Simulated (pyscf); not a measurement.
Thermochemistry of product channels of `[NH2][GaH2]` + `[CH3]` [doublet] on the doublet surface, in kcal/mol, from CCSD(T)/def2-TZVPP + ΔMP2(QZVPP) energies (ideal gas, 1 atm, RRHO with modes under 100 cm⁻¹ raised to 100, one conformer, R ln 2 for rigid chiral ones). Single points on ωB97X-D3(BJ)/def2-SVP structures (PySCF, gas phase). Correlated levels are frozen-core, on RHF or UHF. ΔMP2 is the change of the MP2 total energy from the triple- to the quadruple-zeta basis.

```
products                             ΔE  ΔH(298 K)  ΔG(900 K)  ΔG(1200 K)
--------------------------------  -----  ---------  ---------  ----------
`[NH2][GaH]` [doublet] + `[CH4]`  -24.2      -20.2      -18.9       -17.9
`[NH][GaH2]` [doublet] + `[CH4]`   +9.2       +9.7       +9.7        +9.9
```

These are energies of the channels, which say nothing of barriers. The CCSD(T) − MP2 part came from Ansatz, without density fitting, on the same reference. The frozen core leaves the outer d or s,p core shells of the metals and heavy elements correlated in the MP2 and CC values, and def2-TZVPP describes them poorly, which can shift differences by a few kcal/mol. Elements up to Kr have no core potential and no relativistic terms here.
